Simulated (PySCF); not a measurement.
C2H3Cl3: calculation against experiment

**The experiment to reproduce.**

NIST CCCBDB Release 22 (SRD 101), experimental dipoles lists, for the gas: dipole moment (microwave Stark effect, vibrational ground state) 1.755 ± 0.015 D.

The results are set against them at the end.

Compound: C₂H₃Cl₃.
Numbering: `[CH3:1][C:2]([Cl:3])([Cl:4])[Cl:5]` (hydrogens: H6, H7, H8 on C1)

Structure used (GFN2-xTB), in Å, numbered top down from 1:
```
atom  x, y, z in Å
C1     0.8457   -0.0366   -0.1119
C2    -0.6494    0.0302    0.0804
Cl3   -1.4959   -0.5857   -1.3596
Cl4   -1.1454   -0.9494    1.4819
Cl5   -1.1723    1.7092    0.3597
H6     1.3464    0.3434    0.7759
H7     1.1322    0.5662   -0.9708
H8     1.1478   -1.0679   -0.2801
```

Runs made with PySCF (gas phase, on this GFN2-xTB geometry; no spin–orbit coupling):

| level | job | basis functions | wall time |
| --- | --- | --- | --- |
| PBE0/pcSseg-1 | shieldings, charges and field gradients | 121 | 9.1 s |

Hardware: one thread of an Arm Neoverse V1, on a shared host.

Results beside the measurements:

**Dipole moment.** Measured: 1.755 D (NIST CCCBDB Release 22 (SRD 101), experimental dipoles).

| level | computed (D) | computed − measured (D) | % (from the printed values) |
| --- | --- | --- | --- |
| PBE0/pcSseg-1 | 1.992 | +0.237 | +14 |

The computed dipoles belong to one fixed geometry; measured ones are averaged over vibrations unless marked μe. Magnitudes are compared, not signs.

No measured geometry was used, and the causes of the misses weren't examined.
